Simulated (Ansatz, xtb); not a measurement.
**Two isomers of C5H10O**

Structure X: `CC/C=C(\C)O`, a singlet. Structure Y: `CCCC(C)=O`, a singlet. Both are isolated molecules in the gas phase, relaxed with r2SCAN-D4/def2-SVP, each in the lowest conformer that the search found.

Question: Which of the two would you expect CCSD(T)/def2-SVP + ΔMP2/def2-TZVPP electronic energies to favour?

Answer: Structure Y; the calculation gives E(Y) − E(X) = −11.8 kcal/mol.

The same difference at several levels:

```
                             level            geometry  E(Y) − E(X) (kcal/mol)  departure from the last row (kcal/mol)  job, with rough time for the two
                          GFN2-xTB            GFN2-xTB                      −8.3                                    +3.5              optimisation, 0.99 s
                         HF/STO-3G            GFN2-xTB                     −18.4                                    −6.6               single point, 2.7 s
      r2SCAN-D4/def2-SVP//GFN2-xTB            GFN2-xTB                     −13.6                                    −1.8                single point, 14 s
                r2SCAN-D4/def2-SVP  r2SCAN-D4/def2-SVP                     −13.3                                    −1.5             optimisation, 4.2 min
                       HF/def2-SVP  r2SCAN-D4/def2-SVP                     −15.6                                    −3.8           part of the CCSD(T) run
                      MP2/def2-SVP  r2SCAN-D4/def2-SVP                     −15.1                                    −3.3           part of the CCSD(T) run
                  CCSD(T)/def2-SVP  r2SCAN-D4/def2-SVP                     −15.1                                    −3.3                      single point
CCSD(T)/def2-SVP + ΔMP2/def2-TZVPP  r2SCAN-D4/def2-SVP                     −11.8                                                     single point, 5.4 min
```

As drawn, Y has 1 C–C, 1 C=O, 1 C–H in place of 1 C=C, 1 C–O, 1 O–H.

The levels shown agree on the order. The largest departure from CCSD(T)/def2-SVP + ΔMP2/def2-TZVPP is that of HF/STO-3G, 6.6 kcal/mol. The last row adds to CCSD(T) the change of the MP2 difference between the two basis sets, here +3.3 kcal/mol, a large step that makes the value less sure.

With thermal terms from frequencies at re-optimised GFN2-xTB minima (ideal gas, soft modes damped towards free rotors, one conformer each, 298.15 K, 1 atm): on the last row, ΔE + ΔZPE = −11.6, ΔH = −11.7, ΔG = −11.6 kcal/mol.

The correlated steps freeze 6 core orbitals. Run with Ansatz 0.2.0, xtb 6.7.1; the last row on 2 threads of AMD EPYC (Zen 3) on a shared host.
